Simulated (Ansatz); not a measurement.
The input, for Ansatz 0.2.0:

```yaml
crystal:
  periodic: [false, false, false]
  atoms:
    - {symbol: B, position_ang: [-0.147196, -0.001795, 0.000032]}
    - {symbol: H, position_ang: [3.066565, 0.037404, -0.000663]}
    - {symbol: H, position_ang: [-0.756490, 1.024417, -0.002805]}
    - {symbol: H, position_ang: [-0.731277, -1.042564, 0.003127]}
basis:
  gaussian: {orbitals: cc-pVDZ}
magnetization: {spin_polarized: true, initial_magnetization: 0}
hamiltonian: {xc: {name: PBE}}
output: {orbitals: {seedname: orbitals}}
```

```sh
$ ansatz run in.yaml --threads 1 --pin off --events-out ev --progress --plain --max-ram 2393MiB
```

The program prints:

```
328 factors; their error is unknown
mean field evaluation 1: about -716.4906 eV, gradient 7.7e0 eV
mean field evaluation 2: about -713.0422 eV, gradient 1.4e1 eV
mean field evaluation 4: about -714.9009 eV, gradient 1.2e1 eV
mean field evaluation 8: about -717.0207 eV, gradient 1.7e-5 eV
mean field evaluation 16: about -717.6767 eV, gradient 1.0e-1 eV
mean field evaluation 32: about -717.6770 eV, gradient 5.7e-5 eV
mean field -717.67695958 eV, -26.3741418057 hartree, gradient 7.2e-6 eV, S^2 0.901738; 3 other end points of the search recorded, 0 dependent functions left out
reference -717.67699504 eV, -26.3741431087 hartree; 4, 4 occupied and 25, 25 virtual orbitals, 328 factors
Total energy: -717.67699504 eV, -26.3741431087 hartree
```

Ran on 1 thread of Intel Xeon 6975P-C, shared host: 0.54 s wall, 0.21 GiB peak host memory.
